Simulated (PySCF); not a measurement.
**How methods differ on the ionisation energy of C**

C [He] 2s2 2p2 (3P) → C⁺ [He] 2s2 2p1 (2P), as a difference of total energies. All numbers are calculated (PySCF 2.14, scalar relativity by spin-free X2C-1e, in aug-cc-pVDZ-DK (4s3p2d, 23 functions)). Correlated levels: valence: 1s2 frozen. The calculations carry no spin-orbit coupling.

```csv
method,ionisation energy (eV),error (eV)
UHF,10.812,-0.450
r2SCAN,11.689,+0.427
B3LYP,11.564,+0.302
MP2 (valence),11.140,-0.122
SCS-MP2 (valence),11.032,-0.230
CCSD (valence),11.046,-0.216
CCSD(T) (valence),11.062,-0.200
```

Reference: 11.262 eV (measured; NIST levels, between the centres of gravity of the two terms).

Errors of the correlated levels include the incompleteness of this basis and the frozen core.
